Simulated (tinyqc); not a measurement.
Worked calculation: Hueckel theory of the pi electrons with the omega technique, for the molecule C=CN (SMILES; centres numbered as the heavy atoms are written). One step of it, computed by the program tinyqc.

Problem. Omega technique, round 2. h_r = h_r(0) + omega q_r, omega = 1, with q_r = z_r - P_rr; 0.3 of the old diagonal is kept.

Hueckel matrix in units of beta (H = alpha + beta A), order 1C, 2C, 3N:
```
[[0.000000, 1.000000, 0.000000],
 [1.000000, 0.000000, 0.770000],
 [0.000000, 0.770000, 1.550000]]
```

charge and bond-order matrix P, order 1C, 2C, 3N:
```
[[1.071428, 0.960535, -0.268833],
 [0.960535, 1.006402, 0.278086],
 [-0.268833, 0.278086, 1.922170]]
```

Centres:
```
centre  z_r, pi electrons of the neutral centre         h
1C                                            1  0.000000
2C                                            1  0.000000
3N                                            2  1.550000
```

Give: matrix after round 2.

Solution.

matrix after round 2, order 1C, 2C, 3N:
```
[[-0.081, 1.000, 0.000],
 [1.000, 0.008, 0.770],
 [0.000, 0.770, 1.623]]
```
